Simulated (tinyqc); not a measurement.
Worked calculation: Pariser-Parr-Pople SCF with singles CI, for the molecule C=CC(=C)F (SMILES; centres numbered as the heavy atoms are written). One step of it, computed by the program tinyqc.

Task: Singles CI, triplets. Over the 4 single excitations with the smallest orbital gaps: A = (e_a - e_i) delta - (ij|ab), with (pq|rs) = sum c_mp c_mq gamma_mn c_nr c_ns.

orbital energies (eV): -19.469913  -13.370201  -10.458575  -0.739906  2.358762

coefficients:
```
         MO1        MO2        MO3        MO4        MO5
1C  0.024048   0.448383  -0.546984   0.591855   0.385865
2C  0.068465   0.601735  -0.365666  -0.431818  -0.559508
3C  0.242467   0.503918   0.422334  -0.390518   0.596998
4C  0.075401   0.372765   0.612882   0.552918  -0.417155
5F  0.964499  -0.209716  -0.114489   0.070844  -0.087372
```

repulsion gamma_rs (eV), lower triangle:
```
           1C         2C         3C         4C         5F
1C  11.850000
2C   7.766046  11.850000
3C   5.308776   7.768786  11.850000
4C   3.694114   5.310526   7.768786  11.850000
5F   4.887794   5.555825   8.607683   5.555825  19.600000
```

Give: triplet CI matrix; triplet excitation energies.

Result:

triplet CI matrix (eV), lower triangle:
```
        3>4      2>4      3>5     2>5
3>4  2.3227
2>4  0.1931   5.1379
3>5  0.2582   1.8548   5.3126
2>5  1.8548  -0.2940  -0.1124  7.7260
```

triplet excitation energies (eV): 1.7189  3.3644  7.0850  8.3309
